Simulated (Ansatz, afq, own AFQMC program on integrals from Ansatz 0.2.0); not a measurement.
# SiH2O2⁺, doublet in def2-TZVP, levels against AFQMC with the constraint released

```
atom    x (Å)    y (Å)    z (Å)
   O  -1.4552  -0.1045  -0.2789
  Si  -0.2173  -0.8052   0.5782
   O   1.0336   0.1917   0.0644
   H  -1.2144   0.6506  -0.8336
   H   1.9033  -0.0062   0.4284
```

Connectivity, by distances: OH–Si–OH.

Basis def2-TZVP. Noble-gas cores (and the filled d shells of Ga–Kr and In–Xe) are frozen. AFQMC by an in-house program on the Cholesky factors that Ansatz 0.2.0 writes for its CCSD(T) run. ph-AFQMC/CISD is guided by a CISD state made of CCSD amplitudes; releasing the constraint for a short imaginary time cuts its bias at the price of noise, slowly where states lie close. Error bars are statistical, one sigma.

Determinant: UHF, the one that the program's search chose, which needn't be the lowest solution. The geometry is a PBE0/def2-SVP stationary point of this or a neighbouring charge and spin state.

No full CI on the walks' own integrals is used here. The released AFQMC energy serves as the reference, which it does only where one determinant dominates, the energy is flat over the last release times and near the phaseless one (40 meV or 2 meV an electron, half that with transition metals). On small molecules, where full CI could be run and the noise was under 10 meV, such values lay within 10 meV of it in 19 cases of 20, a flattering rate, since the rule was set on those same cases; what remains of the bias isn't in the error bar.

Cautions: the released value is read at 0.99 1/Eh with a noise of 11 meV, more than in the cases checked, later times being too noisy (meV from the phaseless value at times in 1/Eh: -9 ± 11 at 0.24, -11 ± 9 at 0.51, -25 ± 11 at 0.99, -56 ± 17 at 1.50).

```
T1 diagnostic                               : 0.0214
weight of the determinant in the CISD state : 0.852
⟨S²⟩ of the determinant                     : 0.760
size of the correlated space                : 17 electrons in 104 orbitals
```

```
  level  correlation energy (eV)
    MP2                 -14.9820
   CCSD                 -15.1802
CCSD(T)                 -15.7828
```

(1) Estimate where phaseless AFQMC with a CISD trial lies against CCSD(T) on the same integrals.

(1) 1.30 ± 0.31 mEh below CCSD(T).

Reference: AFQMC with the constraint released, correlation energy -15.843 ± 0.011 eV.

| level | E − E(reference) (mEh) | share of correlation (%) |
| --- | --- | --- |
| CCSD(T) | 2.21 ± 0.41 | 99.62 |
| ph-AFQMC/CISD | 0.91 ± 0.52 | 99.84 |

Released energies are given only where the last usable release times agree within the noise; a slower fall can still hide under it.
